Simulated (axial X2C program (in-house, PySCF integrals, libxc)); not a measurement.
**Potential curves of SiH²⁺, 2c**

Computed with an axial X2C code built on PySCF integrals. Two-component (2c) means X2C with spin–orbit coupling and atomic mean-field two-electron Coulomb and Gaunt terms. Basis: Si dyall-v3z [8s7p2d1f], H dyall-v3z [6s2p1d] (cores contracted in-house); Gaussian nuclei, density fitting, unrestricted open shells. Masses: Si 27.977 u, H 1.008 u.

State: Ω = 1/2 (⟨Sz⟩ = 0.50, ⟨Lz⟩ = 0.00 at HF). Energies in cm⁻¹ from the fragments at the same level (Si+ + H+). Fits are polynomials in 1 − R0/R over 0.85 to 1.23 times the lowest point R0.

| R (Å) | HF |
| --- | --- |
| 1.6017 | 10521 |
| 1.6753 | 10235 |
| 1.7305 | 10140 |
| 1.7858 | 10112 |
| 1.8410 | 10133 |
| 1.9054 | 10203 |
| 1.9699 | 10313 |
| 2.0527 | 10501 |
| 2.1540 | 10794 |
| 2.3013 | 11316 |

Occupations by symmetry block were frozen at the best pattern of an incomplete PBE0 search. Dissociation energies refer to the lowest single-determinant-based atoms at the same level and basis.

(1) What are Re, ωe and De at the HF level?

Answers

(1) At HF, 2c: Re = 1.787 Å, ωe ≈ 736 cm⁻¹, De = -1.25 eV to Si+ + H+; Be follows as 5.43 cm⁻¹.
